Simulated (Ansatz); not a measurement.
A made-up structure of C2H4N (charge -1), closed shell:

```csv
atom,x (Å),y (Å),z (Å)
C1,-0.9645,0.3274,-0.3262
C2,0.2968,0.0227,0.1413
N3,0.9597,-1.1278,0.0589
H4,-1.5720,-0.4109,-0.8445
H5,1.2788,-2.0918,-0.0372
H6,0.7888,0.8793,0.6467
H7,1.8656,-1.0121,0.5054
```

It is relaxed with PBE-D4/def2-SVPD and then PBE0-D4/def2-TZVPD (Ansatz 0.2.0). Atoms count as bonded within 1.22 times the sum of their covalent radii (H–H: 0.88 Å). The end point is not checked to be a true minimum.

Task: Does its bonding change? (Judge from chemistry; the calculation decides.)

Result: The calculation gives: No: no bond forms or breaks.

Where it ends: The first stage lowers the energy by 1.98 eV in 11 steps. It ends as C₂H₄N ([CH][CH][NH2]), total charge -1:
C1  (-0.862, 0.268, -0.458)
C2  (0.271, 0.099, 0.226)
N3  (1.027, -1.133, 0.473)
H4  (-1.166, -0.706, -0.920)
H5  (0.629, -1.850, -0.128)
H6  (0.756, 0.924, 0.769)
H7  (1.997, -1.015, 0.183)
(Å)

Labels in which every atom is bracketed show which atoms are joined, not bond orders.

For scale, one of the runs: PBE0-D4/def2-TZVPD relaxation, 147 basis functions, launched by `ansatz run in.yaml --threads 2 --pin off --events-out ev --progress --plain --max-ram 4352MiB`. The run took about 16 s on 2 CPU threads of an Arm Neoverse V1 (shared host).
